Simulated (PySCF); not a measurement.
Stretching MgAl⁺

Set-up: PySCF, no relativity, basis sets Mg pcseg-2, Al pcseg-2. Energies in eV from Mg + Al⁺ in their ground configurations at the same level. All curves are PBE0. state 1: ¹Σ⁺ (singlet), closed shell; state 2: ³Σ⁺ (triplet), unpaired electrons σ ↑↑, a second solution, started from another occupation; state 3: triplet, unpaired electrons σ ↑, π ↑, a second solution, started from another occupation; state 4: Ms = 0 determinant of mixed spin (⟨S²⟩ near 1.0), unpaired electrons σ ↑, π ↓, a second solution, started from another occupation.

| R (Å) | state 1 | state 2 | state 3 | state 4 |
| --- | --- | --- | --- | --- |
| 2.688 | -0.783 | 0.8024 | 0.5888 | 0.8805 |
| 2.813 | -0.919 | 0.6540 | 0.6077 | 0.8868 |
| 2.938 | -0.993 | 0.5631 | 0.6595 | 0.9227 |
| 3.032 | -1.018 | 0.5223 | 0.7104 | 0.9604 |
| 3.126 | -1.025 | 0.4989 | 0.7665 | 1.0028 |
| 3.220 | -1.017 | 0.4888 | 0.8244 | 1.0468 |
| 3.345 | -0.990 | 0.4905 | 0.8999 | 1.1048 |
| 3.501 | -0.938 | 0.5089 | 0.9867 | 1.1723 |
| 3.689 | -0.863 | 0.5448 | 1.0751 | 1.2422 |
| 3.939 | -0.755 | 0.6032 | 1.1640 | 1.3153 |

Put a parabola through the three lowest points of the state 1 curve and estimate Re, k and ωe (reduced mass 12.7 u; 1 eV/Å² = 0.16022 mdyn/Å; ωe = 1302.8·√(k/μ) cm⁻¹).

Through R = 3.032, 3.126, 3.22 Å the second-order coefficient is 0.849 eV/Å², so Re ≈ 3.123 Å, k ≈ 0.272 mdyn/Å and ωe ≈ 191 cm⁻¹. A polynomial fit of higher order to the unrounded PBE0 energies gives Re = 3.117 Å, k = 0.271 mdyn/Å, ωe = 190 cm⁻¹; anharmonicity and rounding make the difference.

The higher-order fit for each curve: state 1: Re = 3.117 Å, ωe = 190 cm⁻¹, De = 1.02 eV; state 2: Re = 3.266 Å, ωe = 145 cm⁻¹, minimum 0.488 eV above the ground-state fragments. State 3 gave no clean fit. State 4 gave no clean fit.

Closed-shell solutions of metal pairs were not tested for spin polarisation, which can lower them a little. For an ion De counts to the pair picked by the measured ionisation energies or electron affinities, which need not be the lowest pair at this level.
